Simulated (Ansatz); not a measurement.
Cost and result for the atomization energy of `C=CCC1CO1` (14 atoms, 14 bonds).

Cartesian coordinates in Å:
```
C 0.4460 1.3968 1.5831
C 1.0744 1.1651 0.4394
C 0.6437 0.1943 -0.6155
C -0.7242 -0.3797 -0.4158
C -1.0664 -1.7317 -0.8418
O -0.8545 -1.4347 0.5277
H -0.4607 0.8697 1.8591
H 0.8313 2.1173 2.2948
H 1.9927 1.7074 0.2243
H 1.3707 -0.6251 -0.6753
H 0.6729 0.6915 -1.5937
H -1.5320 0.3504 -0.3662
H -0.3023 -2.3516 -1.3057
H -2.0916 -1.9696 -1.1145
```

Total charge 0; spin multiplicity 1. All single points use the PBE0-D4/def2-TZVP geometry. It is one conformer, not always the lowest. Program: Ansatz. All runs use 4 threads of an Arm Neoverse V2 on a shared host. Times are those of one run each, without the atoms' runs, and a repeat can differ threefold. Electronic energies, without spin–orbit coupling; frozen cores. CCSD(T)/CBS adds CCSD(T) − MP2 in def2-TZVPP to the MP2 limit, and its time is that of the two runs behind it. T1 = 0.011. B3LYP takes the VWN-RPA correlation (the form of Gaussian; ORCA's B3LYP/G).

CCSD(T)/CBS is a level of theory with its own doubt, some kJ/mol a heavy atom from the limit and from the frozen cores, so smaller differences don't rank the functionals.

| level | functions | wall time | atomization (kcal/mol) | difference from CCSD(T)/CBS | per bond |
| --- | --- | --- | --- | --- | --- |
| PBE-D4/def2-TZVPP (with forces) | 298 | 2.8 s | 1433.1 | 43.2 | 3.1 |
| PBE0-D4/def2-TZVPP | 298 | 2.9 s | 1405.7 | 15.8 | 1.1 |
| B3LYP-D4/def2-TZVPP (with forces) | 298 | 4.8 s | 1391.4 | 1.5 | 0.1 |
| r2SCAN-D4/def2-TZVPP (with forces) | 298 | 4.9 s | 1397.3 | 7.4 | 0.5 |
| B2PLYP/def2-TZVPP | 298 | 7 s | 1378.6 | -11.3 | -0.8 |
| ωB97X-V/def2-TZVPP | 298 | 8 s | 1393.8 | 3.9 | 0.3 |
| ωB97M-V/def2-TZVPP (with forces) | 298 | 12 s | 1395.8 | 5.9 | 0.4 |
| MP2/def2-QZVPP | 582 | 34 s | 1402.9 | 13.0 | 0.9 |
| CCSD(T)/def2-TZVPP | 298 | 14 min | 1357.5 | -32.4 | -2.3 |
| CCSD(T)/CBS(def2) | – | 14 min | 1389.9 | 0.0 | 0.0 |

From PBE to PBE0 (25 % exact exchange), in def2-TZVPP and without D4, the atomization energy moves by −26.4 kcal/mol: exact exchange takes away binding that semilocal exchange gives to molecules. The D4 term adds +10.0 kcal/mol with B3LYP and +5.3 kcal/mol with PBE0; it sums over pairs of atoms, weighted by their polarisabilities, and B3LYP, whose exchange is more repulsive, gets the larger term. In def2-TZVPP, CCSD(T) changes the Hartree–Fock value by +343.2 kcal/mol (the triples alone add +22.0 kcal/mol) and MP2 by +369.5 kcal/mol; breaking electron pairs costs correlation energy, which Hartree–Fock lacks.
